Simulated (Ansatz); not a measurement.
1T (CdI2-type) HfTe2 was calculated with PBEsol (Ansatz, a first-principles code, plane waves, PAW).

Numerical settings: plane-wave cutoff 520 eV, 18×18×8 k mesh (along the axes of the cell as run), Fermi–Dirac smearing 0.05 eV, scalar-relativistic PAW data made under PBE.

Properties against volume:

Shape and atoms are relaxed at each volume.

```csv
V (Å³/atom),P (GPa),c (Å),a (Å)
27.592,1.29,6.504,3.833
28.166,0.58,6.562,3.856
28.741,0.00,6.627,3.876
29.316,-0.44,6.703,3.892
29.891,-0.76,6.793,3.904
```

Note: the cell comes from a level without a dispersion term, which matters for the spacing of layers, chains or molecules; the relaxation could not lower the start's symmetry, so the cell can be a saddle point above a distorted one; the bulk modulus comes from volumes at which shape and atoms were relaxed.
